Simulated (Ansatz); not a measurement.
# CH2FSi radical: functionals against CCSD(T) at one geometry

The atoms stand at a structure displaced at random from a GFN2-xTB minimum. How far do the functionals agree with CCSD(T) there?

Method: single points in def2-TZVPP; program: Ansatz 0.2.0, Gaussian basis.

Correlated methods freeze the cores. Orbitals are unrestricted.

### Step 1. Starting geometry

SMILES `C=[Si]F`, 5 atoms, charge 0, spin multiplicity 2.

Atoms are counted from 1 here; the program's logs count them from 0.

Bond lengths: C1–Si2 1.806 Å, C1–H4 1.098 Å, C1–H5 1.165 Å, Si2–F3 1.645 Å. Angles: Si2–C1–H4 114.4°, Si2–C1–H5 115.4°, H4–C1–H5 111.7°, C1–Si2–F3 107.5°.

As a file:

```csv
atom,x (Å),y (Å),z (Å)
C1,-0.16730,0.55500,-0.34990
Si2,0.18550,-0.44850,1.10920
F3,1.29380,-1.58280,0.67260
H4,-0.80730,1.42640,-0.15720
H5,-0.51750,-0.03600,-1.29120
```

### Step 2. CCSD(T)/def2-TZVPP

Contents of run/in.yaml:

```yaml
crystal:
  periodic: [false, false, false]
  atoms:
    - {symbol: C, position_ang: [-0.167300, 0.555000, -0.349900]}
    - {symbol: Si, position_ang: [0.185500, -0.448500, 1.109200]}
    - {symbol: F, position_ang: [1.293800, -1.582800, 0.672600]}
    - {symbol: H, position_ang: [-0.807300, 1.426400, -0.157200]}
    - {symbol: H, position_ang: [-0.517500, -0.036000, -1.291200]}
basis:
  gaussian: {orbitals: def2-TZVPP}
magnetization: {spin_polarized: true, initial_magnetization: 1}
correlation: {method: ccsd_t}
scf: {omitted_lower_state_checks: [cluster_reference]}
output: {forces: true}
```

No record of the launch command was kept for these runs.

### Step 3. PBE0-D4/def2-TZVPP

run/in.yaml, as its differences from that of step 2:

```diff
@@ -11,4 +11,3 @@
 magnetization: {spin_polarized: true, initial_magnetization: 1}
-correlation: {method: ccsd_t}
-scf: {omitted_lower_state_checks: [cluster_reference]}
-output: {forces: true}
+hamiltonian: {xc: pbe0, dispersion: d4}
+output: {forces: true, orbitals: {seedname: orbitals}}
```

### Step 4. wB97M-V/def2-TZVPP

run/in.yaml, as its differences from that of step 3:

```diff
@@ -11,3 +11,3 @@
 magnetization: {spin_polarized: true, initial_magnetization: 1}
-hamiltonian: {xc: pbe0, dispersion: d4}
-output: {forces: true, orbitals: {seedname: orbitals}}
+hamiltonian: {xc: {name: wB97M-V}}
+output: {forces: true}
```

### Step 5. r2SCAN-D4/def2-TZVPP

run/in.yaml, as its differences from that of step 4:

```diff
@@ -11,3 +11,3 @@
 magnetization: {spin_polarized: true, initial_magnetization: 1}
-hamiltonian: {xc: {name: wB97M-V}}
+hamiltonian: {xc: r2scan, dispersion: d4}
 output: {forces: true}
```

### Step 6. PBE-D4/def2-TZVPP

run/in.yaml, as its differences from that of step 5:

```diff
@@ -11,3 +11,3 @@
 magnetization: {spin_polarized: true, initial_magnetization: 1}
-hamiltonian: {xc: r2scan, dispersion: d4}
+hamiltonian: {xc: pbe, dispersion: d4}
 output: {forces: true}
```

### Step 7. wB97X-V/def2-TZVPP

run/in.yaml, as its differences from that of step 6:

```diff
@@ -11,3 +11,3 @@
 magnetization: {spin_polarized: true, initial_magnetization: 1}
-hamiltonian: {xc: pbe, dispersion: d4}
+hamiltonian: {xc: {name: wB97X-V}}
 output: {forces: true}
```

### Step 8. BLYP-D4/def2-TZVPP

run/in.yaml, as its differences from that of step 7:

```diff
@@ -11,3 +11,3 @@
 magnetization: {spin_polarized: true, initial_magnetization: 1}
-hamiltonian: {xc: {name: wB97X-V}}
+hamiltonian: {xc: {name: BLYP}, dispersion: d4}
 output: {forces: true}
```

(Steps that only read results are left out.)

What does the calculation give? Wanted: energy less free atoms, CCSD(T)/def2-TZVPP; RMS force component; RMS force error; HOMO and LUMO, PBE0-D4; T1 diagnostic.

The runs gave:

| quantity | value |
| --- | --- |
| energy less free atoms, CCSD(T)/def2-TZVPP | -17.613 eV |
| RMS force component | 0.641 to 0.843 eV/Å over the methods |
| RMS force error | PBE0-D4 0.125, wB97M-V 0.099, r2SCAN-D4 0.176, PBE-D4 0.321, wB97X-V 0.080, BLYP-D4 0.314 eV/Å |
| HOMO and LUMO, PBE0-D4 | -7.07 and -3.58 eV |
| T1 diagnostic | 0.044 |

**Reading.** Against CCSD(T) the functionals' energies less atoms differ by -1.118 to -0.562 eV, PBE-D4 by -1.118 eV. The reference is not at the basis limit: in triple zeta CCSD(T) underbinds, which counts against methods that bind more; the gaps are no ranking. For forces wB97X-V does best and PBE-D4 worst. Frozen-core CCSD(T) forces in triple zeta carry basis errors of their own, and this is one geometry, so small gaps rank nothing. The unrestricted reference is spin-contaminated, which hurts MP2 most.
